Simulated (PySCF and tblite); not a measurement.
C3H7N, numbered as in [NH2:1][CH:2]1[CH2:3][CH2:4]1.

Conformers came from 60 starts (ETKDG and KDG, MMFF94s, GFN2-xTB); geometries are GFN2-xTB. Free energies are PBE0-D3(BJ)/def2-SVP (IEF-PCM, chloroform) single points with GFN2-xTB rigid-rotor and vibrational terms (plain harmonic). Symmetry numbers and mirror images are counted. Conformers within 2.5 kcal/mol (GFN2-xTB free energy) were kept, 10 at most. GIAO shieldings: KT3/pcSseg-1 (IEF-PCM, chloroform). Shifts are against TMS (¹H), TMS (¹³C) at the same level. (PySCF 2.14, tblite 0.8.)

Torsions listed: H1–N1–C2–C3. Of a mirror pair one member is shown.

```json
{"conformer": "1", "shape": "-154°", "weight %": "94.7", "dipole D": "1.53"}
{"conformer": "2", "shape": "83°", "weight %": "5.3", "dipole D": "1.34"}
```

(1) How do the computed shifts compare with measured ones?

Answers

(1) 
| nucleus | signal | leading conformer | average | measured | medium |
| --- | --- | --- | --- | --- | --- |
| ¹H | H2 | 2.77 | 2.74 | 2.23 | not stated per compound (mostly CDCl3 or CCl4) |
| ¹³C | C2 | 29.1 | 29.2 | 24 | not stated per compound (mostly CDCl3 or CCl4) |
| ¹³C | C3/C4 | 9.8 | 9.8 | 7.4 | not stated per compound (mostly CDCl3 or CCl4) |

Measured values: Pretsch, Buehlmann, Badertscher, Structure Determination of Organic Compounds, 4th ed. (2009). Mean difference for ¹³C: 3.80 ppm, scatter 1.40 ppm. The computed shifts are unscaled and lack vibrational corrections.
